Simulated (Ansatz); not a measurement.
Mulliken charges of C4H4OS (`CC#COC=S`) from ωB97M-V/def2-TZVPP in Ansatz (PBE0-D4/def2-TZVP geometry).

```csv
atom,x (Å),y (Å),z (Å),charge (e)
C1,0.697,-2.033,-0.570,-0.297
C2,-0.002,-0.799,-0.263,-0.217
C3,-0.582,0.219,-0.011,0.228
O4,-1.271,1.304,0.248,-0.164
C5,-0.589,2.388,0.705,0.062
S6,-1.308,3.769,1.057,-0.122
H7,0.392,-2.835,0.106,0.129
H8,0.490,-2.354,-1.594,0.130
H9,1.776,-1.901,-0.471,0.125
H10,0.480,2.190,0.796,0.126
```

Question: By hand: the dipole of these point charges (1 e Å = 4.8032 D).

Answer: Σ q r = (0.389, -0.332, -0.054) e Å, of length 0.514 e Å = 2.47 D.

Question: How does the dipole of the full density compare? (An estimate is asked.)

Answer: The calculation gave: (0.425, -0.470, -0.094) e Å, 3.08 D; the point charges give 0.80 times that, at 8° from its direction.

Point charges leave out the atoms' own dipoles, such as those of lone pairs, and Mulliken's split depends on the basis, so the two needn't agree.
